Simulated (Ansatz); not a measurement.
Total energies of AlH$_{3}$O, SMILES `[OH][AlH2]`.

Cartesian coordinates in Å:
```
O 0.5939 -0.4645 -0.9548
Al -0.4081 0.1700 0.2570
H 1.5345 -0.5934 -0.8459
H 0.2148 0.5802 1.6554
H -1.9351 0.3077 -0.1116
```

Charge 0, multiplicity 1. The structure was optimised at the PBE0-D4/def2-TZVP level. Basis def2-TZVPP, Ansatz.

RPA on PBE orbitals: Hartree–Fock energy of these orbitals -318.58732 Eh, correlation -0.55538 Eh (frozen core).

| functional | energy without D4 (Eh) | D4 term (kJ/mol) |
| --- | --- | --- |
| revPBE | -319.45650 | -14.3 |
| r2SCAN | -319.46972 | -1.0 |
| B97M-V | -319.46003 | – |
| PBE0 | -319.33577 | -3.8 |
| B3LYP | -319.56693 | -7.4 |
| BHLYP | -319.50287 | -5.6 |
| LC-ωPBE | -319.41181 | – |
| ωB97M-V | -319.49004 | – |
| B2PLYP | -319.37219 | – |
| PBE-QIDH | -319.24035 | – |

(1) Give the same for LDA (SPW92), PBE, BLYP, r2SCANh, r2SCAN0, HSE06 (plane-wave form), CAM-B3LYP, ωB97X-V. (Estimate.)

B3LYP takes the VWN-RPA correlation (the form of Gaussian; ORCA's B3LYP/G). HSE06 is the plane-wave form, built on full-range PBE exchange. The double hybrids freeze the cores in their second-order part.

Results:

(1) The calculation gave: 
```
             functional  energy without D4 (Eh)  D4 term (kJ/mol)
            LDA (SPW92)              -317.91263                 –
                    PBE              -319.31079              -4.5
                   BLYP              -319.52723             -10.2
                r2SCANh              -319.46303              -1.1
                r2SCAN0              -319.45347              -1.2
HSE06 (plane-wave form)              -319.32589              -3.5
              CAM-B3LYP              -319.52070              -3.8
                ωB97X-V              -319.46996                 –
```

LC-ωPBE has ω = 0.4 bohr⁻¹.
